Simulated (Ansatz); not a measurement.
We consider cubic perovskite BaTiO₃ (cubic high-temperature phase), described by r²SCAN+SOC (Ansatz, a first-principles code, plane waves, PAW).

Settings: plane-wave cutoff 560 eV, 8×8×8 k mesh, Fermi–Dirac smearing 0.01 eV, PAW data made under PBE.

Cell (relaxed at this level):

```
CELL_PARAMETERS angstrom
      3.99403     0.00000     0.00000
      0.00000     3.99403     0.00000
      0.00000     0.00000     3.99403
ATOMIC_POSITIONS crystal
  Ba 0.00000 0.00000 0.00000
  Ti 0.50000 0.50000 0.50000
  O  0.50000 0.00000 0.50000
  O  0.00000 0.50000 0.50000
  O  0.50000 0.50000 0.00000
```

Question: What does this level give for the bulk modulus B0, band gap, smallest direct gap on the k points sampled and pressure derivative B′ of the bulk modulus?

Answer: 
- bulk modulus B0 = 181 GPa
- band gap = 2.16 eV (indirect)
- smallest direct gap on the k points sampled = 2.22 eV
- pressure derivative B′ of the bulk modulus = 4.5

Measured, for comparison: band gap 3.2 eV (temperature not stated, no zero-point or thermal correction; as tabulated in Matsushita et al. (2011), arXiv:1104.2769); bulk modulus 162 GPa (temperature not stated, no zero-point or thermal correction, our sources range from 162 to 173; as tabulated in Matsushita et al. (2011), arXiv:1104.2769). Computed (rounded) less measured: band gap -1.04 eV, bulk modulus +12 % (+5 % to +12 % over the range).

Note: the relaxation could not lower the start's symmetry, so the cell can be a saddle point above a distorted one.

Static lattice: no zero-point or thermal effects.

Cost on a shared machine: roughly 12 core-minutes.
